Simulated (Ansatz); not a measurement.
Input file for `[SiH2]1[SiH2][SiH2]1`:

```yaml
crystal:
  periodic: [false, false, false]
  atoms:
    - {symbol: Si, position_ang: [-1.199322, -0.172125, -0.584006]}
    - {symbol: Si, position_ang: [0.903013, 0.831029, -0.550503]}
    - {symbol: Si, position_ang: [0.296941, -0.660153, 1.133628]}
    - {symbol: H, position_ang: [-1.471341, -1.214001, -1.604798]}
    - {symbol: H, position_ang: [-2.386782, 0.661413, -0.272981]}
    - {symbol: H, position_ang: [1.910410, 0.400503, -1.551147]}
    - {symbol: H, position_ang: [0.993253, 2.274308, -0.218248]}
    - {symbol: H, position_ang: [0.935146, -1.999362, 1.160114]}
    - {symbol: H, position_ang: [0.018693, -0.121613, 2.487940]}
basis:
  gaussian: {orbitals: def2-SVP}
correlation: {method: ccsd_t}
```

```sh
$ ansatz run in.yaml --threads 2 --pin off --events-out ev --progress --plain
```

The program prints (abridged):

```
Functional definition: HF
813 factors; integrals over basis functions are off by at most 1.1e-3 eV
mean field evaluation 1: about -23671.5105 eV, gradient 1.4e1 eV
mean field evaluation 2: about -23671.5110 eV, gradient 1.4e1 eV
mean field evaluation 4: about -23672.7920 eV, gradient 6.3e-1 eV
mean field evaluation 8: about -23672.7948 eV, gradient 1.9e-5 eV
mean field -23672.79476772 eV, -869.9591617172 hartree, gradient 2.4e-6 eV, S^2 0.000000; 0 other end points of the search recorded, 0 dependent functions left out
15 core orbitals not correlated: weight in the atoms' cores, before any rotation towards them, 1.000 or more for the frozen orbitals, at most 0.000 for the correlated occupied ones
reference -23672.79476772 eV, -869.9591617172 hartree; 9, 9 occupied and 60, 60 virtual orbitals, 813 factors
second order -8.08077579 eV of doubles, -0.00000000 eV of singles
cycle   1  -9.23384873 eV  change    -1.2e0 eV  update   8.6e-2
cycle   2  -9.65860919 eV  change   -4.2e-1 eV  update   2.9e-2
cycle   3  -9.68379230 eV  change   -2.5e-2 eV  update   7.8e-3
cycle   4  -9.68076081 eV  change    3.0e-3 eV  update   2.7e-3
cycle   5  -9.67982793 eV  change    9.3e-4 eV  update   8.1e-4
cycle   6  -9.67975302 eV  change    7.5e-5 eV  update   2.6e-4
cycle   7  -9.67978735 eV  change   -3.4e-5 eV  update   7.6e-5
cycle   8  -9.67980514 eV  change   -1.8e-5 eV  update   2.4e-5
cycle   9  -9.67980294 eV  change    2.2e-6 eV  update   8.1e-6
perturbative correction -0.32087807 eV, -0.0117920514 hartree
Total energy: -23682.79544873 eV, -870.3266799655 hartree
```

It took 4.7 s on 2 threads of a server CPU on a shared host, with 0.2 GiB of host memory at the peak.

MP2 recovers 80.8 % of the CCSD(T) correlation energy and the triples give 3.2 %; T1 = 0.0134.
